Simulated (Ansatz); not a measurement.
How far each method lies from UCCSDT(Q) for [OH···H···H], doublet

Geometry: a point of a hydrogen-transfer path between rigid fragments, not a stationary point.

```tsv
atom	x (Å)	y (Å)	z (Å)
O	-0.1451	-0.0491	0.0000
H	-0.3944	0.8775	0.0000
H	0.9119	-0.0491	0.0000
H	1.7859	-0.0491	0.0000
```

Basis cc-pVTZ; Ansatz 0.2.0. Correlated methods freeze the noble-gas cores, which leaves 9 electrons in 71 orbitals. Prefix R: restricted or restricted open-shell reference; prefix U: unrestricted. Active spaces: pair = (3e, 3o) about the gap; valence = (9e, 7o) chosen from the atoms' valence shells.

Full CI isn't at hand for all of this; UCCSDT(Q) serves as the reference, and is uncertain by about the last step of the cluster series. The frozen core follows each run's orbitals, which can shift R against U totals by a few meV.

```
UHF ⟨S²⟩                          : 0.775
T1 diagnostic (RCCSD)             : 0.0227
largest doubles amplitude (RCCSD) : 0.043
T1 diagnostic (UCCSD)             : 0.0138
```

Q: From what is known of these methods and the diagnostics, rank them by the size of their error in total energy against UCCSDT(Q) in cc-pVTZ, smallest first (an estimate: the text doesn't fix the numbers).
A. BCCD(T)
B. UMP2
C. CASSCF (valence space)
D. NEVPT2 (valence space)
E. CASSCF (pair space)

A: A (0.64 mEh), B (20.24 mEh), D (34.35 mEh), C (237.90 mEh), E (271.49 mEh).

All errors are against UCCSDT(Q) in cc-pVTZ. Within each family the higher level lies nearer, as is usual though not guaranteed.

Natural occupations of CASSCF (valence space) about the gap: 1.999 1.998 1.977 1.974 1.002 0.026 0.024; effectively unpaired electrons, Σ n²(2−n)², 1.01.
